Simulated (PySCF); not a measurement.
## Excitation energies in several basis sets

Compound: C3H8O.
SMILES: `CCOC`

TDDFT with PBE0 (PySCF), vertical singlets, core orbitals frozen in the response, spherical d and f functions. Isolated species at its PBE0-D3(BJ)/def2-SVP geometry (one conformer only).

Problem. How do the low singlets change with the basis? Take 6-31G*, 6-31+G*, def2-SVP, def2-SVPD, aug-cc-pVDZ, def2-TZVP and def2-TZVPD.

Solution. 

```json
{"basis": "6-31G*", "functions": "72", "diffuse": "no", "S1 (eV)": "8.43", "S2 (eV)": "9.41", "S3 (eV)": "9.73", "S4 (eV)": "10.15", "S5 (eV)": "10.25", "LUMO (eV)": "2.88", "α (au)": "37.4"}
{"basis": "6-31+G*", "functions": "88", "diffuse": "yes", "S1 (eV)": "6.78", "S2 (eV)": "7.27", "S3 (eV)": "7.51", "S4 (eV)": "7.63", "S5 (eV)": "7.79", "LUMO (eV)": "0.65", "α (au)": "41.4"}
{"basis": "def2-SVP", "functions": "96", "diffuse": "no", "S1 (eV)": "7.76", "S2 (eV)": "8.57", "S3 (eV)": "9.30", "S4 (eV)": "9.33", "S5 (eV)": "9.57", "LUMO (eV)": "1.95", "α (au)": "38.7"}
{"basis": "def2-SVPD", "functions": "147", "diffuse": "yes", "S1 (eV)": "6.98", "S2 (eV)": "7.62", "S3 (eV)": "8.21", "S4 (eV)": "8.32", "S5 (eV)": "8.35", "LUMO (eV)": "0.82", "α (au)": "45.7"}
{"basis": "aug-cc-pVDZ", "functions": "164", "diffuse": "yes", "S1 (eV)": "6.30", "S2 (eV)": "6.82", "S3 (eV)": "7.07", "S4 (eV)": "7.08", "S5 (eV)": "7.50", "LUMO (eV)": "0.01", "α (au)": "46.9"}
{"basis": "def2-TZVP", "functions": "172", "diffuse": "no", "S1 (eV)": "7.33", "S2 (eV)": "8.07", "S3 (eV)": "8.62", "S4 (eV)": "8.99", "S5 (eV)": "9.04", "LUMO (eV)": "1.33", "α (au)": "44.0"}
{"basis": "def2-TZVPD", "functions": "223", "diffuse": "yes", "S1 (eV)": "6.61", "S2 (eV)": "7.20", "S3 (eV)": "7.64", "S4 (eV)": "7.75", "S5 (eV)": "7.91", "LUMO (eV)": "0.42", "α (au)": "46.8"}
```

States are compared by their number. Against the largest diffuse basis here (def2-TZVPD, itself not a converged limit), sets without diffuse functions differ by up to 1.82 eV in S1 and 2.34 eV in S5; the smaller diffuse sets differ by up to 0.36 and 0.45 eV. State by state, the largest deviation of a set without diffuse functions is S1 1.82, S2 2.22, S3 2.09, S4 2.40, S5 2.34 eV. The same number needn't mean the same state in each row. Against def2-TZVPD the polarisability deviates by -20% in 6-31G*, -11% in 6-31+G*, -17% in def2-SVP, -2% in def2-SVPD, 0% in aug-cc-pVDZ, -6% in def2-TZVP. A single + in a Pople set puts diffuse functions on heavy atoms only.
